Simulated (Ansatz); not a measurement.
# PbO (Pbcm, No. 57)

The numbers are results of HSE06 in Ansatz (PAW), not measurements.

Numerical settings: plane-wave cutoff 460 eV, 6×4×4 k mesh (along the axes of the cell as run), Fermi–Dirac smearing 0.01 eV, scalar-relativistic PAW data made under PBE.

Cell (measured lattice):

```yaml
crystal:
  lattice:
    - [4.77500, 0.00000, 0.00000]
    - [0.00000, 5.48900, 0.00000]
    - [0.00000, 0.00000, 5.89100]
  atoms:
    - { symbol: Pb, position: [0.25000, 0.97920, 0.23090] }
    - { symbol: Pb, position: [0.75000, 0.02080, 0.76910] }
    - { symbol: Pb, position: [0.75000, 0.52080, 0.23090] }
    - { symbol: Pb, position: [0.25000, 0.47920, 0.76910] }
    - { symbol: O, position: [0.25000, 0.08860, 0.86910] }
    - { symbol: O, position: [0.75000, 0.91140, 0.13090] }
    - { symbol: O, position: [0.75000, 0.41140, 0.86910] }
    - { symbol: O, position: [0.25000, 0.58860, 0.13090] }
```

```json
{
  "band_gap": "2.90 eV",
  "smallest_direct_gap_on_the_k_points_sampled": "3.37 eV",
  "direct gap at Γ": "4.02 eV"
}
```

Note: cell and atoms aren't relaxed at this level (largest force component 0.22 eV/Å, pressure 1.4 GPa).

Spin–orbit coupling is not included; with these elements it can move the gap by several tenths of an eV or more.

Static lattice: no zero-point or thermal effects.

Cost on a shared machine: very roughly 10 core-minutes.

Ansatz is a program for electronic structure.
